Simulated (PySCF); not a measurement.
## Cost against result

Saddle point of CH₅Al, closed shell (CH₅Al ([CH3][AlH2]) → AlH + CH₄; bonds formed: C2–H3; bonds broken: Al1–C2, Al1–H3), PBE0-D4/def2-TZVP structure:

Al1  (-0.014, 1.085, 1.145)
C2  (0.127, -0.417, -0.523)
H3  (1.137, 0.829, 0.097)
H4  (-1.445, 0.549, 1.552)
H5  (0.981, -0.531, -1.190)
H6  (-0.025, -1.348, 0.030)
H7  (-0.761, -0.168, -1.111)
(Å)

Barriers are electronic and count from the start structure reached by relaxing down the imaginary mode.

Computed with PySCF 2.14 with density fitting (its default auxiliary sets; JK sets also for MP2 and CCSD(T)) (basis: as named in each row); correlated methods freeze the cores. B3LYP uses VWN-RPA correlation. Extrapolation: Hartree–Fock as exp(−7.88 √X), correlation as X^−2.97.

Times are rough, for one single point on 4 threads of a shared host (INTEL XEON PLATINUM 8581C).

The estimate by CCSD(T) at an estimated basis limit (MP2 extrapolated from triple and quadruple zeta, plus CCSD(T) − MP2 in triple zeta) is 73.96 kcal/mol.

```json
{"method": "HF", "basis": "STO-3G", "time (s)": "under 1", "barrier (kcal/mol)": "142.84", "method less estimate": "68.89"}
{"method": "MP2", "basis": "def2-QZVPP", "time (s)": "1", "barrier (kcal/mol)": "76.75", "method less estimate": "2.79"}
{"method": "B3LYP-D4", "basis": "6-31G", "time (s)": "1", "barrier (kcal/mol)": "70.38", "method less estimate": "-3.58"}
{"method": "PBE0-D4", "basis": "def2-SVP", "time (s)": "2", "barrier (kcal/mol)": "71.38", "method less estimate": "-2.58"}
{"method": "PBE-D4", "basis": "def2-SVP", "time (s)": "2", "barrier (kcal/mol)": "64.23", "method less estimate": "-9.72"}
{"method": "CCSD(T)", "basis": "def2-SVP", "time (s)": "2", "barrier (kcal/mol)": "74.98", "method less estimate": "1.03"}
{"method": "SPW92", "basis": "def2-TZVPP", "time (s)": "2", "barrier (kcal/mol)": "61.82", "method less estimate": "-12.13"}
{"method": "PBE0-D4", "basis": "def2-TZVPP", "time (s)": "3", "barrier (kcal/mol)": "71.33", "method less estimate": "-2.63"}
{"method": "BHLYP-D4", "basis": "def2-TZVPP", "time (s)": "3", "barrier (kcal/mol)": "80.35", "method less estimate": "6.39"}
{"method": "B3LYP-D4", "basis": "def2-TZVPP", "time (s)": "4", "barrier (kcal/mol)": "72.06", "method less estimate": "-1.90"}
{"method": "PBE-D4", "basis": "def2-TZVPP", "time (s)": "4", "barrier (kcal/mol)": "64.30", "method less estimate": "-9.66"}
{"method": "r2SCAN-D4", "basis": "def2-TZVPP", "time (s)": "6", "barrier (kcal/mol)": "69.76", "method less estimate": "-4.20"}
{"method": "CCSD(T)", "basis": "def2-TZVPP", "time (s)": "26", "barrier (kcal/mol)": "74.15", "method less estimate": "0.19"}
{"method": "wB97M-V", "basis": "def2-TZVPP", "time (s)": "70", "barrier (kcal/mol)": "76.07", "method less estimate": "2.12"}
```

All methods are single points on the PBE0-D4 structures.

The T1 diagnostic stays at or below 0.017. The restricted Hartree–Fock reference is unstable towards an unrestricted one at one or more of these structures. A large double-excitation amplitude points to some diradical character; no triplet was computed.

Labels in which every atom is bracketed show which atoms are joined, not bond orders.
